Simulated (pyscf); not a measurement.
PySCF, gas phase, ωB97X-D3(BJ)/def2-SVP geometries.

Question: Estimate by transition-state theory the rate constant of `[CH3][CH2][ZnH]` + `[ClH]` → `[CH3][CH2][Zn][Cl]` + `[H][H]` (singlet surface; H–Zn, Cl–H broken, Cl–Zn, H–H formed) at 900 K, with ωB97M-D3(BJ)/def2-TZVP energies (ideal gas, 1 atm, RRHO with modes under 100 cm⁻¹ raised to 100, one conformer, R ln 2 for rigid chiral ones; no tunnelling).

Answer: The electronic barrier is 5.7 kcal/mol and the thermal terms add +28.6, so ΔG‡ = 34.3 kcal/mol. With k_BT/h = 1.88e+13 s⁻¹ and RT = 1.788 kcal/mol, and a volume of 1.23e-19 cm³ per molecule at 1 atm, k = 1.1e-14 cm³ molecule⁻¹ s⁻¹. Wigner's tunnelling factor for 931i cm⁻¹ would be 1.09. A shift of 1 kcal/mol in the barrier changes k by a factor 1.7. On the reactant side the descent ends in a complex, 4.8 kcal/mol under the separated species and 8.2 kcal/mol under the saddle at ωB97X-D3(BJ)/def2-TZVP. At ωB97X-D3(BJ) the barrier from the zero used here is 3.5 kcal/mol. One saddle was located; it need not be the lowest between these sides. Elements up to Kr have no core potential and no relativistic terms here.
